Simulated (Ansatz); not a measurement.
# Si₂H₂ (triplet): the correlation ladder, cc-pVDZ

Aim: climb from Hartree-Fock through coupled cluster and multireference methods for Si₂H₂ (triplet) at one geometry and basis, and see what each rung misses.

Computed with Ansatz 0.2.0, Gaussian basis. Level: cc-pVDZ, core rule «outside noble gas», up to 10 orbitals frozen.

Plan: UHF; CCSD(T) on ROHF; CCSD(T) on UHF; BCCD(T) on ROHF; CISD; CCSDT(Q) on ROHF; CCSDT(Q) on UHF; CCSDTQ on ROHF; CASSCF and MRCISD+Q, 10 electrons in 10 orbitals; CASSCF and NEVPT4(SD), 10 electrons in 10 orbitals; CASSCF and NEVPT2, 10 electrons in 10 orbitals.

4 further runs of the same task are left out: 4 set aside as unsound or not needed.

## Step 1: What is computed

The geometry is a PBE0/def2-TZVP stationary point (not a proven minimum) of the parent state, kept for this charge and spin.

4 atoms, charge 0, spin multiplicity 3.

Atoms are counted from 1 here; the program's logs count them from 0.

Bond lengths: Si1–Si2 2.101 Å, Si1–H3 1.493 Å, Si1–H4 1.638 Å, Si2–H4 1.718 Å. Angles: Si2–Si1–H3 160.7°, Si2–Si1–H4 53.0°, H3–Si1–H4 107.8°, Si1–Si2–H4 49.5°, Si1–H4–Si2 77.5°.

## Step 2: UHF

in.yaml reads:

```yaml
crystal:
  periodic: [false, false, false]
  atoms:
    - {symbol: Si, position_ang: [0.000000, 0.064094, 1.005387]}
    - {symbol: Si, position_ang: [0.000000, -0.004642, -1.094839]}
    - {symbol: H, position_ang: [0.000000, -0.381837, 2.430212]}
    - {symbol: H, position_ang: [0.000000, -1.274751, 0.062301]}
basis:
  gaussian: {orbitals: cc-pVDZ}
magnetization: {spin_polarized: true, initial_magnetization: 2}
hamiltonian: {xc: hf}
output: {orbitals: {seedname: orbitals}}
```

On the command line:

```bash
ansatz run in.yaml --threads 1 --pin off --events-out ev --progress --plain --max-ram 4096MiB --backend cpu
```

The runs that follow: CCSD(T) on ROHF; CCSD(T) on UHF; BCCD(T) on ROHF; CISD; CCSDT(Q) on ROHF; CCSDT(Q) on UHF; CCSDTQ on ROHF; CASSCF and MRCISD+Q, 10 electrons in 10 orbitals; CASSCF and NEVPT4(SD), 10 electrons in 10 orbitals; CASSCF and NEVPT2, 10 electrons in 10 orbitals.

**Question.** What will the summary of the whole plan be? Wanted: RCCSDTQ below the RHF energy; RMP2 from RCCSDTQ; UMP2 from RCCSDTQ; RCCSD from RCCSDTQ; RCCSD(T) from RCCSDTQ; UCCSD(T) from RCCSDTQ; RCCSDT(Q) from RCCSDTQ; UCCSDT(Q) from RCCSDTQ; NEVPT2 valence from RCCSDTQ.

**Answer**, as computed:

```
                         quantity                                                   value
     RCCSDTQ below the RHF energy                                              -5.7908 eV
                RMP2 from RCCSDTQ                                             +1306.7 meV
                UMP2 from RCCSDTQ                                             +1345.3 meV
               RCCSD from RCCSDTQ                                              +300.8 meV
            RCCSD(T) from RCCSDTQ                                               +64.0 meV
            UCCSD(T) from RCCSDTQ                                               +66.0 meV
           RCCSDT(Q) from RCCSDTQ                                                +1.4 meV
           UCCSDT(Q) from RCCSDTQ                                                +0.7 meV
      NEVPT2 valence from RCCSDTQ                                              +977.5 meV
  NEVPT4(SD) valence from RCCSDTQ                                              +116.4 meV
    MRCISD+Q valence from RCCSDTQ                                               +28.9 meV
levels within 1 kcal/mol (43 meV)  RCCSDT, UCCSDT, RCCSDT(Q), UCCSDT(Q), MRCISD+Q valence
                    T1 diagnostic                                                   0.045
   effectively unpaired electrons                                                    2.06
```

**Reading.** RCCSD(T) lands +64.0 meV from the yardstick (1.1 % of the correlation energy). The occupations are near whole numbers, but T1 = 0.045 shows that the orbitals relax strongly. Of the multireference levels listed MRCISD+Q valence comes nearest in total energy (+28.9 meV), which doesn't show that its space is the better one. Coupled cluster took another determinant than the lowest Hartree-Fock one. These misses are within one basis, not against nature; the frozen cores of restricted and unrestricted runs differ, which can shift their rows.
